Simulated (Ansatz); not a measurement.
# What a trial cell of Cr₂Ni relaxes into

Level of theory: DFT PBE, scalar-relativistic, plane waves, PAW (Ansatz). Cutoff 420 eV, Γ-centred k mesh, Gaussian smearing, no spin polarisation in the final step.

The start puts Cr₂Ni on the AlB2 structure type (P6/mmm, No. 191), with Ni in place of Al, Cr in place of B, at a guessed volume.

```
CELL_PARAMETERS angstrom
3.21611 0.00000 0.00000
-1.60805 2.78523 0.00000
0.00000 0.00000 3.47254
ATOMIC_POSITIONS crystal
Cr 0.33333 0.66667 0.50000
Cr 0.66667 0.33333 0.50000
Ni 0.00000 0.00000 0.00000
```

Cell and atoms relax at zero pressure; the relaxation can't lower the symmetry of the start. After a coarse first stage the cell is made exact in the group found at 0.06 Å.

Formation energies are uncorrected and refer to the elements' standard structures at the same level.

Describe the relaxed structure.

It keeps P6/mmm (No. 191), but not the shape of the type it started on. Conventional cell: a = 4.045 Å, c = 2.412 Å. Cr has 5 Cr at 2.34–2.41 Å and 6 Ni at 2.63 Å; around Ni lie 2 Ni at 2.41 Å and 12 Cr at 2.63 Å.

Space group P6/mmm (No. 191). a = 4.045 Å, b = 4.045 Å, c = 2.412 Å, α = 90.00°, β = 90.00°, γ = 120.00°
```tsv
atom	site	symmetry	x	y	z
Cr	2d	-6m2	0.3333	0.6667	0.5000
Ni	1a	6/mmm	0.0000	0.0000	0.0000
```

What are its volume, energy, density and gap?

The volume per atom is 11.39 Å³ and the density is 7.91 g/cm³. The energy over the elements is 0.20 eV/atom and the gap on the 12×12×20 mesh is 0 eV (a metal).

The final run used a 12×12×20 mesh on its 3-atom cell and 0.10 eV smearing. For metals, differences of a few meV/atom aren't resolved. A structure relaxed within its symmetry needn't be a true minimum.

Cost: 3 runs of about 1.1 core-minutes in all, on Intel Xeon Platinum 8488C (Sapphire Rapids) (shared hosts).